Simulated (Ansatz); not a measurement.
Computed with frozen-core CCSD(T)/cc-pVTZ // PBE-D3(BJ)/def2-TZVP (Ansatz, a quantum-chemistry and plane-wave program).

Ansatz 0.2 input:
```yaml
crystal:
  periodic: [false, false, false]
  atoms:
    - { symbol: C, position_ang: [-0.000001, 0.000001, -0.000015] }
    - { symbol: H, position_ang: [1.030044, -0.347764, 0.001682] }
    - { symbol: H, position_ang: [-0.81619, -0.718165, -0.002924] }
    - { symbol: H, position_ang: [-0.213852, 1.065928, 0.001255] }
basis:
  gaussian: { orbitals: cc-pVTZ }
correlation:
  method: ccsd_t
magnetization:
  spin_polarized: true
  initial_magnetization: 1
```

Output:

```
Functional definition: HF
394 factors; integrals over basis functions are off by at most 1.1e-3 eV
mean field evaluation 1: about -1076.2569 eV, gradient 1.1e1 eV
mean field evaluation 2: about -1076.2562 eV, gradient 1.1e1 eV
mean field evaluation 4: about -1076.9350 eV, gradient 1.1e0 eV
mean field evaluation 8: about -1076.9469 eV, gradient 3.9e-4 eV
mean field evaluation 16: about -1076.9480 eV, gradient 1.3e-1 eV
mean field -1076.94694180 eV, -39.5770701304 hartree, gradient 7.7e-7 eV, S^2 0.762079; 0 other end points of the search recorded, 0 dependent functions left out
1 core orbitals not correlated
reference -1076.94694180 eV, -39.5770701304 hartree; 4, 3 occupied and 67, 68 virtual orbitals, 394 factors
second order -4.30729894 eV of doubles, -0.00000000 eV of singles
cycle   1  -4.71787724 eV  change   -4.1e-1 eV  update   4.0e-2
cycle   2  -4.85689090 eV  change   -1.4e-1 eV  update   1.4e-2
cycle   3  -4.87019945 eV  change   -1.3e-2 eV  update   4.7e-3
cycle   4  -4.87073196 eV  change   -5.3e-4 eV  update   1.8e-3
cycle   5  -4.87098235 eV  change   -2.5e-4 eV  update   5.7e-4
cycle   6  -4.87106399 eV  change   -8.2e-5 eV  update   1.4e-4
cycle   7  -4.87108243 eV  change   -1.8e-5 eV  update   3.9e-5
cycle   8  -4.87108248 eV  change   -5.5e-8 eV  update   1.1e-5
cycle   9  -4.87108089 eV  change    1.6e-6 eV  update   2.7e-6
perturbative correction -0.12955622 eV, -0.0047611034 hartree
Total energy: -1081.94757892 eV, -39.7608401549 hartree
```

Cost: very roughly 3 core-seconds.
